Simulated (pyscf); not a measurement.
Optimised with ωB97X-D3(BJ)/def2-SVP in PySCF. Correlated levels are frozen-core, on RHF or UHF. ΔMP2 is the change of the MP2 total energy from the triple- to the quadruple-zeta basis.

For H₃C–C:–F (SMILES C[C]F) [singlet] → H₂C=CH–F (SMILES C=CF), a hydrogen shift (singlet surface; C–H broken, C–H formed), PBE/def2-TZVP gives ΔE‡ = 13.2 kcal/mol and ΔE = -54.1 kcal/mol (zero: the reactant's lowest minimum found). In which direction and how far do PBE0-D3(BJ)/def2-TZVP, ωB97M-D3(BJ)/def2-TZVP, CCSD(T)/def2-TZVPP + ΔMP2(QZVPP) move these?

PBE0-D3(BJ): ΔE‡ = 15.4 kcal/mol, ΔE = -53.9 kcal/mol; ωB97M-D3(BJ): ΔE‡ = 17.5 kcal/mol, ΔE = -50.8 kcal/mol; CCSD(T): ΔE‡ = 17.9 kcal/mol, ΔE = -52.9 kcal/mol. PBE's barrier lies under all of them, by 2.2 to 4.7 kcal/mol. Its reaction energy matches one of them and lies within 3.2 kcal/mol of the others. One saddle was located; it need not be the lowest between these sides. The CCSD(T) − MP2 part came from Ansatz, without density fitting, on the same reference.
